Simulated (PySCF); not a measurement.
# CH5AlN (SMILES [CH3][Al][NH2]): levels of theory compared

Aim: a comparison of 3 runs (CIS/6-311++G(2d,2p), ROCCSD/DZVP2) of CH5AlN. 

Program for the calculation: PySCF 2.14.0.

## Step 1: The structure to begin with

CH5AlN has 8 atoms, charge 0, and is taken as a doublet. SMILES: `[CH3][Al][NH2]`. Geometry: relaxed at PBE0-D4/def2-TZVP. This is one conformer, not always the lowest.

Bond lengths: C1–Al2 1.970 Å, Al2–N3 1.778 Å, C1–H4 1.095 Å, C1–H5 1.094 Å, C1–H6 1.093 Å, N3–H7 1.007 Å, N3–H8 1.009 Å. Angles: C1–Al2–N3 117.6°, Al2–C1–H4 110.4°, Al2–C1–H5 110.4°, Al2–C1–H6 111.9°, Al2–N3–H7 125.1°, Al2–N3–H8 124.8°, H4–C1–H5 108.2°, H4–C1–H6 108.5°, H5–C1–H6 107.3°, H7–N3–H8 110.1°.

## Step 2: The vertical excitations at CIS/6-311++G(2d,2p) (Cartesian functions) (run 1)

Contents of job.py:

```python
from pyscf import gto, tdscf

mol = gto.M(
    atom='''
C       -0.838500       1.003300      -0.504200
Al       0.721600       0.482700       0.579600
N        1.126400      -1.246200       0.664500
H       -1.441400       0.124400      -0.753500
H       -0.514500       1.471900      -1.438600
H       -1.474000       1.723500       0.016800
H        1.903200      -1.635200       1.173800
H        0.609200      -1.981600       0.205600
''',
    spin=1,
    charge=0,
    cart=True,
    basis='6-311++g(2d,2p)',
    max_memory=1860,
    verbose=4,
)

calc0 = mol.UHF()
calc0.max_cycle = 100
calc0.kernel()

energy = calc0.e_tot
print('E(%s) = %.9f' % ('CIS', energy))

td = calc0.TDA()
td.nstates = 5
td.kernel()
td.analyze()
roots = td.e * 27.211386
osc = td.oscillator_strength()
print('state   eV      nm      f')
for i, (w, f) in enumerate(zip(roots, osc), 1):
    print('%3d %9.4f %8.1f %9.5f' % (i, w, 1239.842 / w, f))
```

On the command line:

```bash
$ OMP_NUM_THREADS=1 python job.py
```

Standard output:

```text
PySCF version 2.14.0

[... 97 lines left out ...]
converged SCF energy = -337.197929333857  <S^2> = 0.75423181  2S+1 = 2.0042273
[... 60 lines left out ...]
** Transition electric dipole moments (AU) **
[... 7 lines left out ...]
** Transition velocity dipole moments (imaginary part, AU) **
state          X           Y           Z        Dip. S.      Osc.
  1         0.0196      0.0050     -0.0272      0.0011      0.0063
  2         0.1253     -0.1390      0.0742      0.0405      0.1476
  3         0.0538      0.0870      0.0481      0.0128      0.0439
  4        -0.1456     -0.1300     -0.1239      0.0535      0.1773
  5        -0.0364     -0.0054      0.0528      0.0041      0.0130

** Transition magnetic dipole moments (imaginary part, AU) **
state          X           Y           Z
  1         0.5057     -0.8145      0.2650
  2        -0.7061     -0.1299      0.9840
  3         0.0421     -0.0011     -0.0402
  4         0.0111     -0.0139      0.0100
  5         0.2169      0.1288      0.1729
state   eV      nm      f
  1    3.2879    377.1   0.07633
  2    4.9801    249.0   0.18182
  3    5.2744    235.1   0.02466
  4    5.4700    226.7   0.15265
  5    5.7911    214.1   0.01953
```

Wall time 3.1 min (1 thread of Arm Neoverse V2, shared host); peak memory 0.65 GiB.

The roots found:

| excited state | energy (eV) | strength |
| --- | --- | --- |
| 1 | 3.288 | 0.0763 |
| 2 | 4.980 | 0.1818 |
| 3 | 5.274 | 0.0247 |
| 4 | 5.470 | 0.1527 |
| 5 | 5.791 | 0.0195 |

## Step 3: The energy at ROCCSD/DZVP2 (run 2)

Contents of input.py:

```python
from pyscf import gto, scf, cc

mol = gto.M(
    atom='''
C
Al 1 1.96966
N 2 1.777686 1 117.62599
H 1 1.094579 2 110.44869 3 13.67782
H 1 1.094379 4 108.20529 2 120.94079
H 1 1.092698 5 107.28144 4 -116.89358
H 3 1.007038 2 125.13355 1 179.19943
H 3 1.009405 7 110.1045 2 179.89252
''',
    basis='dzvp2',
    charge=0,
    verbose=4,
    max_memory=1860,
    spin=1,
)

calc0 = scf.ROHF(mol)
calc0.kernel()
if not calc0.converged:
    calc0 = calc0.newton().run(calc0.mo_coeff, calc0.mo_occ)

mycc = cc.CCSD(calc0, frozen=7)
mycc.kernel()
energy = mycc.e_tot
print('E(%s) = %.9f' % ('CCSD', energy))
```

On the command line:

```bash
$ OMP_NUM_THREADS=1 python input.py
```

Standard output:

```text
PySCF version 2.14.0

[... 62 lines left out ...]
converged SCF energy = -337.150224299561
[... 1 line left out ...]
WARN: RCCSD method does not support ROHF method. ROHF object is converted to UHF object and UCCSD method is called.
[... 12 lines left out ...]
Init t2, MP2 energy = -0.363122917008238
[... 15 lines left out ...]
UCCSD converged
[... 1 line left out ...]
E(CCSD) = -337.547064683
```

Run time: 18 s. Hardware: 1 thread of Arm Neoverse V2, shared host; peak memory 0.81 GiB.

## Step 4: The energy at ROCCSD/DZVP2 (Cartesian functions) (run 3)

Contents of run.py:

```python
# [CH3][Al][NH2]
from pyscf import gto, scf, cc

system = gto.M(
    atom='''
C
Al 1 1.96966
N 2 1.777686 1 117.62599
H 1 1.094579 2 110.44869 3 13.67782
H 1 1.094379 4 108.20529 2 120.94079
H 1 1.092698 5 107.28144 4 -116.89358
H 3 1.007038 2 125.13355 1 179.19943
H 3 1.009405 7 110.1045 2 179.89252
''',
    verbose=4,
    basis='dzvp2',
    spin=1,
    max_memory=1860,
    cart=True,
)

mf = scf.ROHF(system)
mf.DIIS = scf.ADIIS
mf.kernel()

mycc = cc.CCSD(mf, frozen=7)
mycc.kernel()
e_tot = mycc.e_tot
print('E(%s) = %.9f' % ('CCSD', e_tot))
```

On the command line:

```bash
$ OMP_NUM_THREADS=1 python run.py
```

Standard output:

```text
PySCF version 2.14.0

[... 73 lines left out ...]
converged SCF energy = -337.157109062096
[... 1 line left out ...]
WARN: RCCSD method does not support ROHF method. ROHF object is converted to UHF object and UCCSD method is called.
[... 12 lines left out ...]
Init t2, MP2 energy = -0.36605129280846
[... 15 lines left out ...]
UCCSD converged
[... 1 line left out ...]
E(CCSD) = -337.556524483
```

It took 23 s on 1 thread of Arm Neoverse V2, shared host; peak memory 0.96 GiB.

## Step 5: Overview of the runs

| run | level | task | Cartesian functions | energy (Eh) | dipole moment (D) of the reference | ⟨S²⟩ | wall time |
| --- | --- | --- | --- | --- | --- | --- | --- |
| 1 | CIS/6-311++G(2d,2p) (Cartesian functions) | excited | yes | -337.197929 | 0.61 | 0.754 | 3.1 min |
| 2 | ROCCSD/DZVP2 | energy | no | -337.547065 | 0.59 | 0.750 | 18 s |
| 3 | ROCCSD/DZVP2 (Cartesian functions) | energy | yes | -337.556524 | 0.58 | 0.750 | 23 s |

## Step 6: What came out

| quantity | value |
| --- | --- |
| run 3: total energy | -337.55652 Eh |
| run 3: dipole moment (Hartree–Fock density) | 0.58 D |
| run 3: correlation energy (7 core orbitals frozen) | -399.4 mEh |
| run 3: ⟨S²⟩ of the reference determinant | 0.750 |
| run 3: T1 diagnostic | 0.016 |

All runs together took 3.8 min, the longest 3.1 min.
